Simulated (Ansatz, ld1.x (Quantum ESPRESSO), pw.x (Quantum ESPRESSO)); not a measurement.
## From atom to crystal: TM potential for platinum (Pt)

Pt, norm-conserving Troullier–Martins (Kleinman–Bylander form), made with ld1.x (Quantum ESPRESSO) 7.5 (PBEsol, scalar-relativistic). Core [Xe] 4f14, reference 5d9 6s1 6p0. Waves: 6s (bound): rc 2.40 bohr; 5d (bound): rc 1.65 bohr; 6p (bound, empty): rc 3.00 bohr. Local part: the p channel. Core correction: a·sin(br)/r model core inside 1.70 bohr.

Atomic tests: cutoffs needed: 40 Ry and 70 Ry (the cutoffs (Ry, on a coarse ladder) from which the occupation-weighted sum of valence levels, in a spherical-Bessel basis at the reference potential, stays within 10 and 1 mRy of its value at 400 Ry); ghost test: no extra level below or beside the all-electron valence levels (s, d, p, f tested) (spherical-Bessel basis up to 400 Ry, 20 bohr box); configuration tests: 1 of 7 tests not solved or not reliable.

Crystal test: bcc Pt in pw.x 7.5, no spin, 15³ k-points, Fermi–Dirac smearing 0.01 Ry, cutoffs 85/340 Ry. The reference is all-electron LAPW (Ansatz 0.2.0) with the same functional, mesh and smearing; V0 and B0 come from Birch–Murnaghan fits to the pressures at five volumes. Errors are pseudo minus all-electron; Δ is the rms difference of the E(V) curves that follow from these fits, minima aligned, over ±6 % about the mean V0. Mesh and smearing are coarse, so the numbers serve the comparison and aren't converged zero-temperature values; the lattice is a test structure that the element need not adopt.

| V (Å³/atom) | P all-electron (GPa) | P pseudo (GPa) |
| --- | --- | --- |
| 14.538 | 14.14 | 53.03 |
| 14.920 | 5.68 | 40.29 |
| 15.303 | -1.52 | 29.36 |
| 15.686 | -7.65 | 20.00 |
| 16.068 | -12.86 | 11.94 |

All-electron: a0 = 3.122 Å (V0 = 15.22 Å³/atom), B0 = 273.8 GPa.

Pseudopotential: mean pressure error (GPa): +31.37. The pressure does not cross zero within the volumes sampled, so no fit is given. The largest radius (3.00 bohr) exceeds half the bond length (2.56 bohr), so the spheres overlap, which is one possible source of error among others. This is a poor potential for the solid. Atomic configuration tests: 1 of 7 tests not solved or not reliable.

Q: At the middle volume, how do free energy and pressure move when the wave cutoff is lowered (ecutrho kept at four times it)?

A:

| cutoff (Ry) | shift of F (meV/atom) | shift of P (GPa) |
| --- | --- | --- |
| 38 | +227.6 | -18.51 |
| 51 | +16.4 | +0.06 |
| 68 | +6.3 | -0.29 |

The run at the middle volume (120 k-points, 6 iterations) took about 16 s on one core of a shared host (Intel(R) Xeon(R) Platinum 8259CL CPU @ 2.50GHz, 96 threads, 755 GiB, load 56).
